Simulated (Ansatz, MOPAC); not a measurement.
## Ladder of methods for the band gap of zinc-blende InP

Reference value: 1.47 eV (measured, zero-point renormalisation of 0.05 eV added back here (the table's ZPR column); inputs from Chen et al. (2018), doi:10.1103/physrevmaterials.2.073803).

| level (code) | value (eV) | cell (Å³/atom) |
|---|---|---|
| PM6 semi-empirical Hartree-Fock (MOPAC) | 9.09 | 21.94 |
| LDA+SOC (Ansatz) | ___ | 25.27 |
| PBE+SOC (Ansatz) | ___ | 25.27 |
| RPBE (Ansatz) | 0.83 | 25.27 |
| PBE-D3(BJ) (Ansatz) | ___ | 25.59 |
| r²SCAN-D4 (Ansatz) | 1.09 | 25.51 |
| r²SCAN+rVV10 (Ansatz) | 1.06 | 25.49 |
| r²SCANh (Ansatz) | 1.52 | 25.57 |
| Hartree–Fock (Ansatz) | 7.12 | 25.27 |

Problem. Some entries are withheld; supply them.

Solution. 
- LDA+SOC (Ansatz, an electronic-structure program), value (eV): 0.43 (direct)
- PBE+SOC (Ansatz), value (eV): 0.67 (direct)
- PBE-D3(BJ) (Ansatz), value (eV): 0.63

Errors against the reference: PM6 semi-empirical Hartree-Fock (MOPAC) +7.62 eV, LDA+SOC -1.04 eV, PBE+SOC -0.80 eV, RPBE -0.64 eV, PBE-D3(BJ) -0.84 eV, r²SCAN-D4 -0.38 eV, r²SCAN+rVV10 -0.41 eV, r²SCANh +0.05 eV, Hartree–Fock +5.65 eV.

Leaving aside PM6 semi-empirical Hartree-Fock (MOPAC) (doubt noted below): Of the ranked levels r²SCANh (+0.05 eV) comes nearest. Among them Hartree–Fock (+5.65 eV) misses by most. Of the ranked levels only r²SCANh lands within 0.2 eV.

Semilocal Kohn–Sham gaps run low as a rule, and all computed gaps are for a static lattice, while measured ones hold electron–phonon shifts unless said otherwise. Spin–orbit coupling is included only where a level's name says +SOC; with heavier elements it mostly lowers gaps and can invert bands.  PM6 semi-empirical Hartree-Fock (MOPAC): the gap is read on the k mesh or supercell of the run alone and can be too large. PM6 semi-empirical Hartree-Fock (MOPAC): the method was fitted mainly to molecules. PM6 semi-empirical Hartree-Fock (MOPAC): gaps of these semi-empirical methods are Hartree–Fock-like level differences, and their formation enthalpies are fitted 298 K values. Values are at the level's own equilibrium cell; LDA+SOC at the measured cell; PBE+SOC at the measured cell; RPBE at the measured cell; Hartree–Fock at the measured cell. Cutoffs and k meshes differ between the levels. Ansatz's density-functional and Hartree–Fock values are scalar-relativistic unless marked +SOC, with PAW data made under PBE.

Differences are worked out from the printed values.
